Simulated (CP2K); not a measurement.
# Si2H6O (disiloxane) at HF/3-21G, part 2 of 2

CP2K 2026.2. Earlier steps stand in the parts before.

## (3) The distorted shape

The input, gas.inp:

```
&GLOBAL
    PROJECT gas
    RUN_TYPE ENERGY
    PRINT_LEVEL MEDIUM
&END

&FORCE_EVAL
    METHOD QUICKSTEP
    &DFT
        BASIS_SET_FILE_NAME ./3_21g.basis
        POTENTIAL_FILE_NAME POTENTIAL
        &QS
            METHOD GAPW
            EPS_DEFAULT 1.0E-10
        &END
        &MGRID
            CUTOFF 280
            REL_CUTOFF 50
            NGRIDS 4
        &END
        &POISSON
            PERIODIC NONE
            POISSON_SOLVER MULTIPOLE
        &END
        &SCF
            SCF_GUESS ATOMIC
            EPS_SCF 1.0E-07
            MAX_SCF 100
            ADDED_MOS 5
            &DIAGONALIZATION
                ALGORITHM STANDARD
            &END
            &MIXING
                METHOD DIRECT_P_MIXING
                ALPHA 0.4
            &END
        &END
        &XC
            &XC_FUNCTIONAL NONE
            &END
            &HF
                FRACTION 1
                &SCREENING
                    EPS_SCHWARZ 1.0E-10
                &END
                &MEMORY
                    MAX_MEMORY 1050
                &END
            &END
        &END
        &PRINT
            &MOMENTS
                PERIODIC F
                REFERENCE COM
                MAX_MOMENT 1
            &END
            &MO ON
                ENERGIES T
                OCCUPATION_NUMBERS T
                NDIGITS 6
                &EACH
                    QS_SCF 0
                &END
                ADD_LAST NUMERIC
            &END
            &LOWDIN ON
            &END
            &HIRSHFELD OFF
            &END
        &END
    &END
    &SUBSYS
        &CELL
            ABC 11.2 11.4 11.3
            PERIODIC NONE
        &END
        &COORD
            SCALED T
            Si   0.40946647   0.61326346   0.40226336
            O    0.52609246   0.51625320   0.47087027
            Si   0.55734424   0.41714794   0.57061628
            H    0.31330754   0.54080031   0.34862265
            H    0.46747094   0.68517224   0.30928106
            H    0.35626290   0.69134241   0.49348903
            H    0.68669246   0.39045320   0.56338265
            H    0.48726567   0.30865759   0.54822956
            H    0.52812281   0.46196724   0.69071894
        &END
        &KIND Si
            BASIS_SET 3-21G
            POTENTIAL ALL
            LEBEDEV_GRID 194
            RADIAL_GRID 100
        &END
        &KIND O
            BASIS_SET 3-21G
            POTENTIAL ALL
            LEBEDEV_GRID 194
            RADIAL_GRID 100
        &END
        &KIND H
            BASIS_SET 3-21G
            POTENTIAL ALL
            LEBEDEV_GRID 194
            RADIAL_GRID 100
        &END
    &END
&END
```

Run with:

```console
OMP_NUM_THREADS=1 cp2k.psmp -i gas.inp -o gas.out
```

The program printed:

```text
CP2K| version string:                                       CP2K version 2026.2
 CP2K| Input file name                                                   gas.inp

 GLOBAL| Basis set file name                                       ./3_21g.basis
 GLOBAL| Potential file name                                           POTENTIAL
 GLOBAL| Coordinate file name                                      __STD_INPUT__
 GLOBAL| Method name                                                        CP2K
 GLOBAL| Project name                                                        gas
 GLOBAL| Run type                                                         ENERGY
 GLOBAL| FFT library                                                       FFTW3
 GLOBAL| Diagonalization library                                       ScaLAPACK
 GLOBAL| Global print level                                               MEDIUM
 GLOBAL| Total number of message passing processes                             1
 GLOBAL| Number of threads for this process                                    1
 GLOBAL| CPU model name                                                  UNKNOWN

 CELL| Volume [angstrom^3]:                                          1442.784000
 CELL| Vector a [angstrom]:      11.200     0.000     0.000   |a| =    11.200000
 CELL| Vector b [angstrom]:       0.000    11.400     0.000   |b| =    11.400000
 CELL| Vector c [angstrom]:       0.000     0.000    11.300   |c| =    11.300000
 CELL| Angle (b,c), alpha [degree]:                                    90.000000
 CELL| Angle (a,c), beta  [degree]:                                    90.000000
 CELL| Angle (a,b), gamma [degree]:                                    90.000000
 CELL| Numerically orthorhombic:                                             YES
 CELL| Periodicity                                                          NONE

 GENERATE|  Preliminary Number of Bonds generated:                             0
 GENERATE|  Achieved consistency in connectivity generation.

 PW_GRID| Information for grid number                                          1
 PW_GRID| Cutoff [a.u.]                                                     24.5
 PW_GRID| spherical cutoff:                                                   NO
 PW_GRID|   Bounds   1              0      49                Points:          50
 PW_GRID|   Bounds   2              0      49                Points:          50
 PW_GRID|   Bounds   3              0      49                Points:          50
 PW_GRID| Volume element (a.u.^3)  0.7789E-01     Volume (a.u.^3)      9736.3892
 PW_GRID| Grid span                                                    HALFSPACE

 DFT| Spin restricted Kohn-Sham (RKS) calculation                            RKS
 DFT| Multiplicity                                                             1
 DFT| Number of spin states                                                    1
 DFT| Charge                                                                   0
 DFT| Self-interaction correction (SIC)                                       NO
 DFT| Cutoffs: density                                              1.000000E-10
 DFT|          gradient                                             1.000000E-10
 DFT|          tau                                                  1.000000E-10
 DFT|          cutoff_smoothing_range                               0.000000E+00
 DFT| XC density smoothing                                                  NONE
 DFT| XC derivatives                                                          PW

 FUNCTIONAL| NO EXCHANGE-CORRELATION FUNCTIONAL USED.

[... 203 lines left out ...]
  Step     Update method      Time    Convergence         Total energy    Change
[... 1 line left out ...]
  Decoupling Energy:                                               0.0000055905
[... 2 lines left out ...]
  Decoupling Energy:                                               0.0000409204
[... 1 line left out ...]
  Decoupling Energy:                                               0.0000804663
[... 1 line left out ...]
  Decoupling Energy:                                               0.0001024575
[... 1 line left out ...]
  Decoupling Energy:                                               0.0001128704
[... 1 line left out ...]
  Decoupling Energy:                                               0.0001170007
[... 1 line left out ...]
  Decoupling Energy:                                               0.0001111446
     7 DIIS/Diag.  0.11E-02    0.3     0.00086698      -652.7659532858 -5.11E-02
  Decoupling Energy:                                               0.0001101410
     8 DIIS/Diag.  0.84E-03    0.3     0.00060710      -652.7659545844 -1.30E-06
  Decoupling Energy:                                               0.0001102412
     9 DIIS/Diag.  0.74E-03    0.3     0.00034750      -652.7659542732  3.11E-07
  Decoupling Energy:                                               0.0001099742
    10 DIIS/Diag.  0.46E-04    0.3     0.00005962      -652.7659550241 -7.51E-07
  Decoupling Energy:                                               0.0001099244
    11 DIIS/Diag.  0.48E-04    0.3     0.00001899      -652.7659550366 -1.25E-08
  Decoupling Energy:                                               0.0001099157
    12 DIIS/Diag.  0.40E-05    0.3     0.00000276      -652.7659550378 -1.24E-09
  Decoupling Energy:                                               0.0001099167
    13 DIIS/Diag.  0.12E-05    0.3     0.00000095      -652.7659550379 -3.88E-11
  Decoupling Energy:                                               0.0001099181
    14 DIIS/Diag.  0.27E-06    0.3     0.00000023      -652.7659550379 -4.77E-12
  Decoupling Energy:                                               0.0001099184
    15 DIIS/Diag.  0.72E-07    0.3     0.00000002      -652.7659550379 -1.14E-13

  *** SCF run converged in    15 steps ***

  Electronic density on regular grids:        -28.2333986764       13.7666013236
  Core density on regular grids:                5.9999999997      -36.0000000003
  Hard and soft densities (Lebedev):          -40.2795484929      -26.5129406017
  Total Rho_soft + Rho1_hard - Rho1_soft      -42.0000065675
  Total charge density (r-space):             -36.0000065678
  Total Rho_soft + Rho0_soft (g-space):        -0.0000066444

  Overlap energy of the core charge distribution:               0.00000022553583
  Self energy of the core charge distribution:               -332.69377847054000
  Core Hamiltonian energy:                                   -323.92202127742513
  Hartree energy:                                              90.34730662083855
  Exchange-correlation energy:                                  0.00000000000000
  Hartree-Fock Exchange energy:                               -51.03286838998484

  GAPW| Exc from hard and soft atomic rho1:                     0.00000000000000
  GAPW| local Eh = 1 center integrals:                        -35.46459374630285

  Total energy:                                              -652.76595503787848

 MO| EIGENVALUES AND OCCUPATION NUMBERS
 MO|
 MO|  Index      Eigenvalue [a.u.]        Eigenvalue [eV]             Occupation
 MO|      1             -68.358989           -1860.142685               2.000000
 MO|      2             -68.322649           -1859.153832               2.000000
 MO|      3             -20.424045            -555.766527               2.000000
[... 22 lines of this table left out ...]
 MO|     26               0.244162               6.643997               0.000000
 MO| Sum:                                                              42.000000
 MO| E(Fermi):           -0.422986 a.u.        -11.510028 eV
 MO| Band gap:            0.555562 a.u.         15.117618 eV

 !-----------------------------------------------------------------------------!
                     Mulliken Population Analysis

 #  Atom  Element  Kind  Atomic population                           Net charge
       1     Si       1         12.851691                              1.148309
       2     O        2          8.991230                             -0.991230
       3     Si       1         12.761077                              1.238923
[... 5 lines of this table left out ...]
       9     H        3          1.255531                             -0.255531
 # Total charge                             42.000000                 -0.000000

 !-----------------------------------------------------------------------------!

 LOWDIN POPULATION ANALYSIS

 #  Atom  Element  Kind  Atomic population                           Net charge
       1     Si       1         13.198542                              0.801458
       2     O        2          8.728993                             -0.728993
       3     Si       1         13.186221                              0.813779
[... 5 lines of this table left out ...]
       9     H        3          1.169776                             -0.169776
 # Total charge                             42.000000                 -0.000000

 ELECTRIC/MAGNETIC MOMENTS
  Reference Point [Bohr]             10.39932390     11.10006456     10.32903782
  Charges
    Electronic=    -42.00000000    Core=    42.00000000    Total=    -0.00000000
  Dipoles are based on the traditional operator.
  Dipole moment [Debye]
    X= -0.1413502E+01 Y=  0.6829590E+00 Z= -0.2694659E+00  Total=      1.5928062

 ENERGY| Total FORCE_EVAL ( QS ) energy [hartree]           -652.765955037878484

 MEMORY| Estimated peak process memory [MiB]                                 729

 -------------------------------------------------------------------------------
 ----                             MULTIGRID INFO                            ----
 -------------------------------------------------------------------------------
 count for grid        1:           2722          cutoff [a.u.]          140.00
 count for grid        2:            409          cutoff [a.u.]           46.67
 count for grid        3:            210          cutoff [a.u.]           15.56
 count for grid        4:             31          cutoff [a.u.]            5.19
 total gridlevel count  :           3372

 -------------------------------------------------------------------------------
 -                                                                             -
 -                                T I M I N G                                  -
 -                                                                             -
 -------------------------------------------------------------------------------
 SUBROUTINE                       CALLS  ASD         SELF TIME        TOTAL TIME
                                MAXIMUM       AVERAGE  MAXIMUM  AVERAGE  MAXIMUM
 CP2K                                 1  1.0    0.032    0.032    5.950    5.950
 qs_energies                          1  2.0    0.000    0.000    5.571    5.571
 scf_env_do_scf                       1  3.0    0.000    0.000    5.331    5.331
 scf_env_do_scf_inner_loop           15  4.0    0.001    0.001    5.331    5.331
 qs_ks_update_qs_env                 15  5.0    0.000    0.000    3.723    3.723
 rebuild_ks_matrix                   15  6.0    0.000    0.000    3.722    3.722
 qs_ks_build_kohn_sham_matrix        15  7.0    0.002    0.002    3.722    3.722
 fft_wrap_pw1pw2                    171  9.3    0.002    0.002    3.616    3.616
 fft_wrap_pw1pw2_140                 78 10.1    0.042    0.042    3.329    3.329
 fft3d_s                            172 11.2    1.936    1.936    1.944    1.944
 qs_rho_update_rho_low               16  5.0    0.000    0.000    1.726    1.726
 calculate_rho_elec                  16  6.0    0.080    0.080    1.722    1.722
 density_rs2pw                       16  7.0    0.001    0.001    1.553    1.553
 pw_gather_s                         95 10.8    1.302    1.302    1.302    1.302
 sum_up_and_integrate                15  8.0    0.000    0.000    1.027    1.027
 -------------------------------------------------------------------------------

 -------------------------------------------------------------------------------
```

Run time: 6.3 s. Hardware: 1 thread of Arm Neoverse V2, shared host; peak memory 0.71 GiB.

## (4) Results

The summary covers parts 1 to 2.

Level: HF/3-21G.

```
                                                          quantity          value
                                         first shape: total energy  -652.78874 Eh
                                        first shape: dipole moment         0.77 D
                                          first shape: HOMO energy      -11.86 eV
                                          first shape: LUMO energy        4.05 eV
                                        first shape: HOMO–LUMO gap       15.91 eV
                                     distorted shape: total energy  -652.76596 Eh
                                    distorted shape: dipole moment         1.59 D
                                      distorted shape: HOMO energy      -11.51 eV
                                      distorted shape: LUMO energy        3.61 eV
                                    distorted shape: HOMO–LUMO gap       15.12 eV
energy change with the Si1–O2 bond stretched from 1.634 to 1.879 Å       0.620 eV
```

What this shows: With the Si1–O2 bond stretched from 1.634 to 1.879 Å the energy rises by 0.62 eV (14.3 kcal/mol). The first shape isn't relaxed at this level, so the change isn't measured from a minimum.
